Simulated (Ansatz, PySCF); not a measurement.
This Ansatz (a quantum-chemistry and plane-wave program) input computes a SVWN5/def2-TZVPD energy:

Ansatz 0.2 input:
```yaml
crystal:
  periodic: [false, false, false]
  atoms:
    - {symbol: O, position_ang: [-0.02442974, 0.65299425, 0.02901803]}
    - {symbol: O, position_ang: [0.02442974, -0.65299425, -0.02901803]}
    - {symbol: H, position_ang: [0.92959641, 0.94278890, -0.02174973]}
    - {symbol: H, position_ang: [-0.92959641, -0.94278890, 0.02174973]}
basis:
  gaussian:
    orbitals: def2-TZVPD
hamiltonian:
  xc: {name: SVWN5}
total_charge: 1
magnetization: {spin_polarized: true, initial_magnetization: 1}
output: {forces: true}
```

Q: Write an input for the same energy in PySCF and say what it gives.

A: 
```python
from pyscf import gto, scf, dft

mol = gto.M(
    atom='''
    O    -0.02442974    0.65299425    0.02901803
    O     0.02442974   -0.65299425   -0.02901803
    H     0.92959641    0.94278890   -0.02174973
    H    -0.92959641   -0.94278890    0.02174973
    ''',
    basis='def2-tzvpd',
    charge=1,
    spin=1,
    verbose=4,
)

mf = dft.UKS(mol, xc='svwn').density_fit(auxbasis='def2-universal-jkfit')
mf.grids.level = 3
mf.conv_tol = 1e-9
mf.max_cycle = 100
mf.max_memory = 1500
mf.kernel()
if not mf.converged:
    mf = mf.newton()
    mf.kernel(mf.make_rdm1())
for _ in range(2):
    mo, _, stable, _ = mf.stability(return_status=True)
    if stable:
        break
    mf.kernel(mf.make_rdm1(mo, mf.mo_occ))
mf.analyze()
```
It gives -150.16040 Eh, and Ansatz -150.16034 Eh, a difference of 0.06 mEh, from the treatment of integrals and grids.
